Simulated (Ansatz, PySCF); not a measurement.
This PySCF input computes a PBE/def2-TZVPD energy:

```python
from pyscf import gto, scf, dft

mol = gto.M(
    atom='''
    C    -0.01831353   -0.22571553    1.21152738
    N    -0.01645639    0.58055635    0.00241189
    C    -0.04281511   -0.21633908   -1.21261938
    H     0.79457957   -0.96984525    1.25371388
    H     0.06101238    0.42028397    2.08676885
    H    -0.96384423   -0.76890494    1.28362309
    H     0.79201558    1.18956731   -0.00340397
    H     0.76900106   -0.96005667   -1.27698220
    H     0.01885451    0.43641726   -2.08426242
    H    -0.98965234   -0.75902850   -1.26978846
    ''',
    basis='def2-tzvpd',
    charge=0,
    spin=0,
    verbose=4,
)

mf = dft.RKS(mol, xc='pbe').density_fit(auxbasis='def2-universal-jkfit')
mf.grids.level = 3
mf.conv_tol = 1e-9
mf.max_cycle = 100
mf.max_memory = 1500
mf.kernel()
if not mf.converged:
    mf = mf.newton()
    mf.kernel(mf.make_rdm1())
mf.analyze()
```

Task: Write an input for the same energy in Ansatz (a program for electronic structure) and say what it gives.

Result: 
Ansatz 0.2 input:
```yaml
crystal:
  periodic: [false, false, false]
  atoms:
    - {symbol: C, position_ang: [-0.01831353, -0.22571553, 1.21152738]}
    - {symbol: N, position_ang: [-0.01645639, 0.58055635, 0.00241189]}
    - {symbol: C, position_ang: [-0.04281511, -0.21633908, -1.21261938]}
    - {symbol: H, position_ang: [0.79457957, -0.96984525, 1.25371388]}
    - {symbol: H, position_ang: [0.06101238, 0.42028397, 2.08676885]}
    - {symbol: H, position_ang: [-0.96384423, -0.76890494, 1.28362309]}
    - {symbol: H, position_ang: [0.79201558, 1.18956731, -0.00340397]}
    - {symbol: H, position_ang: [0.76900106, -0.96005667, -1.27698220]}
    - {symbol: H, position_ang: [0.01885451, 0.43641726, -2.08426242]}
    - {symbol: H, position_ang: [-0.98965234, -0.75902850, -1.26978846]}
basis:
  gaussian:
    orbitals: def2-TZVPD
hamiltonian:
  xc: {name: PBE}
output: {forces: true}
```
It gives -135.02771 Eh, and PySCF -135.02783 Eh, a difference of 0.12 mEh, from the treatment of integrals and grids.
